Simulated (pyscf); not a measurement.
**Hydrogen abstraction: CH₄ + [H₃C–AlH]• -> CH₃• + H₃C–AlH₂**

Gas phase, doublet surface, charge 0. Bonds broken: C1–H4. Bonds formed: Al2–H4. Structures and frequencies: ωB97X-D3(BJ)/def2-SVP in PySCF. Correlated levels are frozen-core, on RHF or UHF. ΔMP2 is the change of the MP2 total energy from the triple- to the quadruple-zeta basis.

Transition state (Å):

```xyz
11

C      1.2215    -0.2838    -0.0036
Al    -1.0031     0.0135    -0.0344
C     -1.3824     1.8473    -0.6080
H      0.1186    -0.8474    -0.8769
H      1.5118    -1.1684     0.5758
H      1.2079     0.6215     0.6303
H     -1.5271    -0.6873     1.2869
H     -0.7909     2.1326    -1.4939
H     -1.1523     2.5702     0.1951
H     -2.4460     1.9861    -0.8656
H      1.8790    -0.1140    -0.8643
```

One imaginary mode, 1224i cm⁻¹; descent along it reached the two sides named, in the forms told below.

```tsv
bond	change	reactant side (Å)	saddle	product side
C1–H4	breaks	1.105	1.516	3.0
Al2–H4	forms	2.483	1.646	1.598
```

Electronic energies relative to the separated reactants (kcal/mol):

| level | barrier | reaction energy | reverse barrier |
|---|---|---|---|
| ωB97X-D3(BJ)/def2-TZVP | 22.3 | +23.3 | -1.0 |
| PBE/def2-TZVP | 20.3 | +27.7 | -7.4 |
| r²SCAN/def2-TZVP | 19.6 | +23.4 | -3.8 |
| B3LYP-D3(BJ)/def2-TZVP | 23.3 | +24.0 | -0.7 |
| PBE0-D3(BJ)/def2-TZVP | 21.1 | +26.0 | -4.9 |
| M06-2X/def2-TZVP | 24.6 | +27.0 | -2.4 |
| ωB97M-D3(BJ)/def2-TZVP | 23.0 | +22.7 | 0.3 |
| HF/def2-TZVP | 38.4 | +16.6 | 21.9 |
| MP2/def2-QZVPP | 25.7 | +25.8 | -0.1 |
| CCSD/def2-TZVPP | 26.7 | +22.5 | 4.2 |
| CCSD(T)/def2-TZVPP | 25.0 | +23.5 | 1.5 |
| CCSD(T)/def2-TZVPP + ΔMP2(QZVPP) | 24.2 | +23.4 | 0.8 |

With CCSD(T)/def2-TZVPP + ΔMP2(QZVPP) energies and thermal terms (ideal gas, 1 atm, RRHO with modes under 100 cm⁻¹ raised to 100, one conformer, R ln 2 for chiral ones without a mode under 150 cm⁻¹), in kcal/mol:

| T (K) | ΔH‡ | ΔG‡ | ΔH | ΔG |
|---|---|---|---|---|
| 298 | 22.0 | 31.1 | +19.2 | +18.5 |
| 600 | 22.7 | 40.1 | +20.1 | +17.4 |
| 900 | 23.7 | 48.6 | +20.8 | +15.9 |
| 1200 | 24.6 | 56.7 | +21.3 | +14.2 |

On the product side the descent ends in a bound adduct, 9.7 kcal/mol under the separated species and 8.6 kcal/mol under the saddle at ωB97X-D3(BJ)/def2-TZVP. At ωB97X-D3(BJ)/def2-TZVP, PBE, r²SCAN, B3LYP-D3(BJ), PBE0-D3(BJ), M06-2X, MP2 the saddle lies under the separated products, which points to a path from their complex (located at ωB97X-D3(BJ) alone), and parting the products costs more than the saddle. At the saddle there is also a short Al–C contact that neither side keeps. This saddle turned up in a search for another step; its sides and bond changes are read from the two ends of the descent. One saddle was located; it need not be the lowest between these sides. The angle at the transferred H is 90°: a side-on saddle, likely not the lowest. The CCSD(T) − MP2 part came from Ansatz, without density fitting, on the same reference.
